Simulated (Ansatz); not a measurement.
# Si2H4O (SMILES O=[SiH][SiH3]): one structure at several levels

How do the functionals fare away from a minimum? The structure is a structure displaced at random from a GFN2-xTB minimum.

Computed with Ansatz 0.2.0, Gaussian basis. Level: single points in def2-TZVPP.

Cores are frozen in the correlated methods.

## (1) Where the work starts

7 atoms, charge 0, spin multiplicity 1.

Atoms are counted from 1 here; the program's logs count them from 0.

Bond lengths: O1–Si2 1.507 Å, Si2–Si3 2.341 Å, Si2–H4 1.402 Å, Si3–H5 1.462 Å, Si3–H6 1.508 Å, Si3–H7 1.453 Å. Angles: O1–Si2–Si3 123.6°, O1–Si2–H4 124.9°, Si3–Si2–H4 111.4°, Si2–Si3–H5 109.0°, Si2–Si3–H6 110.9°, Si2–Si3–H7 113.4°, H5–Si3–H6 105.8°, H5–Si3–H7 109.6°, H6–Si3–H7 107.9°.

Geometry (Å):

| atom | x (Å) | y (Å) | z (Å) |
| --- | --- | --- | --- |
| O1 | -0.8414 | -1.9622 | 1.3925 |
| Si2 | -0.7208 | -1.1592 | 0.1228 |
| Si3 | 0.5416 | 0.8049 | -0.0522 |
| H4 | -1.2865 | -1.5168 | -1.1097 |
| H5 | 0.4271 | 1.3250 | -1.4142 |
| H6 | -0.0126 | 1.8827 | 0.8458 |
| H7 | 1.9432 | 0.6210 | 0.2832 |

## (2) CCSD(T)/def2-TZVPP

Input file run/in.yaml:

```yaml
crystal:
  periodic: [false, false, false]
  atoms:
    - {symbol: O, position_ang: [-0.841400, -1.962200, 1.392500]}
    - {symbol: Si, position_ang: [-0.720800, -1.159200, 0.122800]}
    - {symbol: Si, position_ang: [0.541600, 0.804900, -0.052200]}
    - {symbol: H, position_ang: [-1.286500, -1.516800, -1.109700]}
    - {symbol: H, position_ang: [0.427100, 1.325000, -1.414200]}
    - {symbol: H, position_ang: [-0.012600, 1.882700, 0.845800]}
    - {symbol: H, position_ang: [1.943200, 0.621000, 0.283200]}
basis:
  gaussian: {orbitals: def2-TZVPP}
correlation: {method: ccsd_t}
output: {forces: true}
```

No record of the launch command was kept for these runs.

## (3) PBE0-D4/def2-TZVPP

Edit run/in.yaml of step 2 so:

```diff
@@ -12,3 +12,3 @@
   gaussian: {orbitals: def2-TZVPP}
-correlation: {method: ccsd_t}
-output: {forces: true}
+hamiltonian: {xc: pbe0, dispersion: d4}
+output: {forces: true, orbitals: {seedname: orbitals}}
```

## (4) wB97M-V/def2-TZVPP

Edit run/in.yaml of step 3 so:

```diff
@@ -12,3 +12,3 @@
   gaussian: {orbitals: def2-TZVPP}
-hamiltonian: {xc: pbe0, dispersion: d4}
-output: {forces: true, orbitals: {seedname: orbitals}}
+hamiltonian: {xc: {name: wB97M-V}}
+output: {forces: true}
```

## (5) r2SCAN-D4/def2-TZVPP

Edit run/in.yaml of step 4 so:

```diff
@@ -12,3 +12,3 @@
   gaussian: {orbitals: def2-TZVPP}
-hamiltonian: {xc: {name: wB97M-V}}
+hamiltonian: {xc: r2scan, dispersion: d4}
 output: {forces: true}
```

## (6) PBE-D4/def2-TZVPP

Edit run/in.yaml of step 5 so:

```diff
@@ -12,3 +12,3 @@
   gaussian: {orbitals: def2-TZVPP}
-hamiltonian: {xc: r2scan, dispersion: d4}
+hamiltonian: {xc: pbe, dispersion: d4}
 output: {forces: true}
```

## (7) BLYP-D4/def2-TZVPP

Edit run/in.yaml of step 6 so:

```diff
@@ -12,3 +12,3 @@
   gaussian: {orbitals: def2-TZVPP}
-hamiltonian: {xc: pbe, dispersion: d4}
+hamiltonian: {xc: {name: BLYP}, dispersion: d4}
 output: {forces: true}
```

## (8) BHLYP-D4/def2-TZVPP

Edit run/in.yaml of step 7 so:

```diff
@@ -12,3 +12,3 @@
   gaussian: {orbitals: def2-TZVPP}
-hamiltonian: {xc: {name: BLYP}, dispersion: d4}
+hamiltonian: {xc: {name: BHLYP}, dispersion: d4}
 output: {forces: true}
```

(Steps that only read results are left out.)

Before running it: what results should come out? Wanted: energy less free atoms, CCSD(T)/def2-TZVPP; RMS force component; RMS force error; HOMO and LUMO, PBE0-D4; T1 diagnostic.

The runs gave:

| quantity | value |
| --- | --- |
| energy less free atoms, CCSD(T)/def2-TZVPP | -2079.3 kJ/mol |
| RMS force component | 0.609 to 0.806 eV/Å over the methods |
| RMS force error | PBE0-D4 0.207, wB97M-V 0.191, r2SCAN-D4 0.107, PBE-D4 0.179, BLYP-D4 0.156, BHLYP-D4 0.459 eV/Å |
| HOMO and LUMO, PBE0-D4 | -7.87 and -2.58 eV |
| T1 diagnostic | 0.020 |

**Reading.** Against CCSD(T) the functionals' energies less atoms differ by -62.7 to +5.9 kJ/mol, PBE-D4 by -62.7 kJ/mol. CCSD(T) in triple zeta still lacks some correlation energy of the bonds, so part of these gaps is its own basis error and they don't rank the functionals. The forces of r2SCAN-D4 come nearest to CCSD(T), those of BHLYP-D4 are farthest. Frozen-core CCSD(T) forces in triple zeta carry basis errors of their own, and this is one geometry, so small gaps rank nothing.
